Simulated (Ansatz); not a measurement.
# CH3, SMILES [CH3]: a ladder of basis sets

Computed with Ansatz's Python interface.

Notebook, run cell by cell (the value of a cell's last expression is shown):

In [1]:
```python
import ansatz as az

GEOMETRY = """
C     0.00082    0.00074   -0.00120
H     0.08968    0.89093    0.58060
H    -0.87281   -0.16582   -0.59106
H     0.78231   -0.72586    0.01166
"""
```

In [2]:
```python
system = az.Crystal.molecule()
for line in GEOMETRY.strip().splitlines():
    symbol, *xyz = line.split()
    system = system.atom(symbol, [float(v) for v in xyz])
```

In [3]:
```python
base = system.calculation().correlation("mp2").spin("collinear", total=1)
```

In [4]:
```python
energies = {}
for basis in ["cc-pVDZ", "cc-pVTZ", "cc-pVQZ"]:
    report = base.basis(gaussian=basis).run().report
    size = report["n_frozen"] + report["n_occupied"][0] + report["n_virtual"][0]
    energies[basis] = (report["reference_energy_ev"] / 27.211386246, report["free_energy_ev"] / 27.211386246)
    print(f"{basis:14s} {size:4d} orbitals  reference {energies[basis][0]:14.6f} Ha  total {energies[basis][1]:14.6f} Ha")

small, large = (energies[b][1] - energies[b][0] for b in ("cc-pVTZ", "cc-pVQZ"))
limit = (4 ** 3 * large - 3 ** 3 * small) / (4 ** 3 - 3 ** 3)
print(f"correlation energy: {small:.6f} and {large:.6f} Ha, extrapolated {limit:.6f} Ha")
print(f"share caught by the larger set: {100 * large / limit:.1f} %")
```
```text
cc-pVDZ          29 orbitals  reference     -39.563383 Ha  total     -39.689560 Ha
cc-pVTZ          72 orbitals  reference     -39.577574 Ha  total     -39.735581 Ha
cc-pVQZ         145 orbitals  reference     -39.580388 Ha  total     -39.748620 Ha
correlation energy: -0.158007 and -0.168231 Ha, extrapolated -0.175692 Ha
share caught by the larger set: 95.8 %
```

Against cc-pVDZ: cc-pVTZ -46.0 mHa and cc-pVQZ -59.1 mHa. The last step alone is -13.04 mHa.

Notes:
- The drop along the ladder measures the basis error, and is no property of the molecule.
- The geometry is a force-field or estimated start, not a minimum of this method, and the last set is no limit. Much of the fall in a total is atomic energy, which cancels in bond and reaction energies.
- The run takes the species as open-shell (spin multiplicity 2), which needn't be its ground state.
- Inner cores stay frozen, so this is valence correlation.
- An extrapolation from small basis sets is rough.
- Wall time of the script: 2.6 s on 1 thread of Arm Neoverse V1, with other jobs on the host, peak memory 0.25 GiB.
